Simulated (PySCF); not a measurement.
Constitutional and geometric isomers with formula C2H2O. Isolated molecules, 0 K electronic values unless said otherwise. Strings in code marks are SMILES.

Method: PBE-D3(BJ)/def2-TZVP // r2SCAN-D4/def2-TZVP (PySCF 2.14.0). Excitations are Tamm–Dancoff values on a coarser integration grid. The basis has no diffuse functions, so Rydberg states are missing or too high.

```tsv
species	HOMO–LUMO gap (eV)	HOMO (eV)	S1–T1 gap (TDA) (eV)	S1 oscillator strength	S1 excitation (TDA) (eV)
`C1OC=1`	2.87	-4.35	1.35	0.026	3.62
`C#CO`	5.41	-5.97	0.24	0.002	5.50
`C=C=O`	3.77	-5.87	0.40	0.000	3.89
```
